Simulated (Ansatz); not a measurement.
A Morse fit to a bond in GeH2, triplet, and a point to predict

Starting geometry (PBE0/def2-TZVP stationary point for this spin, which needn't be the lowest; state B1):

```yaml
atoms:
  - { symbol: Ge, position_ang: [0.0000, -0.0208, 0.0000] }
  - { symbol: H, position_ang: [0.0000, 0.7490, -1.3344] }
  - { symbol: H, position_ang: [0.0000, 0.7490, 1.3344] }
```

Atom H2 moves along the line of the distance Ge1-H2, all else staying in place. Energies are in eV from the starting point at each level.

Basis cc-pVDZ; Ansatz 0.2.0. Only valence electrons are correlated (noble-gas cores and the filled d shells of p-block atoms frozen). Prefix R: restricted or restricted open-shell reference; prefix U: unrestricted. No spin–orbit coupling is included, and no scalar relativity.

Full CI is exact within this basis and frozen core; it isn't the basis-set limit. The frozen core follows each run's orbitals, which can shift R against U totals by a few meV for light atoms and by up to 0.1 eV past Ca.

```
distance Ge1-H2 (Å)  full CI  UCCSD(T)  B3LYP
              1.235    1.311     1.307  1.278
              1.397    0.233     0.231  0.234
              1.540    0.000     0.000  0.000
              1.706    0.158     0.161  0.138
              1.909    0.619     0.629  0.562
              2.110        ?         ?      ?
              2.455    1.783     1.811  1.627
              2.903    2.044     2.054  1.924
              3.414    2.071     2.077  2.000
              4.120    2.073     2.078  2.020
              5.357    2.074     2.079  2.023
```

A Morse curve E(r) = E0 + De (1 − exp(−a (r − re)))² is laid through the three points about the minimum (1.397, 1.540, 1.706 Å), with E0 + De set to the last point:

| level | re (Å) | a (1/Å) | E0 (eV) | De (eV) | k = 2 De a² (eV/Å²) |
| --- | --- | --- | --- | --- | --- |
| full CI | 1.543 | 1.981 | 0.000 | 2.074 | 16.3 |
| UCCSD(T) | 1.542 | 1.986 | 0.000 | 2.079 | 16.4 |
| B3LYP | 1.549 | 1.930 | -0.001 | 2.024 | 15.1 |

Question: Use the full-CI fit to predict the withheld energy at 2.110 Å.

Answer: exp(−1.981 × (2.110 − 1.543)) = 0.3252; E = 0.000 + 2.074 × (1 − 0.3252)² = 0.944 eV. Full CI in cc-pVDZ gives 1.131 eV, so the Morse form is 0.187 eV too low there (9.0 % of De). So large a miss says that the curve isn't Morse-like here, as when the state changes its character along the stretch. At the other points past the fit it misses by up to 0.33 eV (at 2.455 Å), so the curve isn't Morse-like throughout. UCCSD(T) gives 1.152 eV. B3LYP gives 1.034 eV.

Unrestricted rows (U, and Kohn–Sham where it breaks symmetry) aren't spin-pure: their determinants' ⟨S²⟩ exceeds S(S+1) by up to 0.16, so they mix in states of higher spin.

Kohn–Sham is unrestricted where that lies lower.

De here is the energy of pulling rigid fragments apart in this basis, without relaxation or zero-point terms.

In so small a basis the reference is far from its limit while semilocal and hybrid functionals are nearer theirs, so the functionals' errors here hold much of the reference's basis and frozen-core error, which can add to them or hide them.
